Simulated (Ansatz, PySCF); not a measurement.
A calculation on zinc-blende AlN (metastable phase) returned lattice constant a 4.388 Å, bulk modulus 205 GPa, cohesive energy 6.24 eV/atom.

Which level of theory produced these numbers?
A. rVV10 (Ansatz, a quantum-chemistry and plane-wave program)
B. CCSD(T) (PySCF)
C. r²SCANh (Ansatz)
D. MP2 (PySCF)

D, MP2 (PySCF)

The others give: rVV10 4.411 Å, 190 GPa, 5.82 eV/atom; CCSD(T) 4.383 Å, 207 GPa, 5.98 eV/atom; r²SCANh 4.361 Å, 215 GPa, 5.74 eV/atom.

Unless a cell is named, each level is at its own relaxed cell (CCSD(T) 10.53, MP2 10.56, r²SCANh 10.36, rVV10 10.73 Å³/atom).

Ansatz's density-functional and Hartree–Fock values are scalar-relativistic unless marked +SOC, with PAW data made under PBE.
